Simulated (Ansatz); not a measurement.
Basis-set extrapolation for FHMg (`[F][MgH]`) (PBE0-D4/def2-TZVP geometry, frozen core, the Gaussian-basis code of Ansatz). Multiplicity 1, RHF reference. For Mg the program correlates outer-core shells too, which these sets cover unevenly, so the extrapolated numbers aren't a true limit.

|  | def2-TZVPP | def2-QZVPP |
| --- | --- | --- |
| HF | -299.721269 | -299.736389 |
| MP2 correlation | -0.463580 | -0.529815 |
| CCSD(T) correlation | -0.483545 | -0.552295 |

Energies in hartree. Use E(X) = E(∞) + A·exp(−7.88·√X) for Hartree–Fock and E(X) = E(∞) + B·X^(−2.97) for correlation, with X = 3 and 4.

Question: What is the CCSD(T) energy at the basis-set limit?

Answer: HF limit: -299.736389 + (-0.015120) × 0.13774 = -299.73847. Correlation limit: -0.552295 + (-0.068750) × 0.74074 = -0.60322. Total: -300.34169 hartree, 359.4 kJ/mol below CCSD(T)/def2-TZVPP.
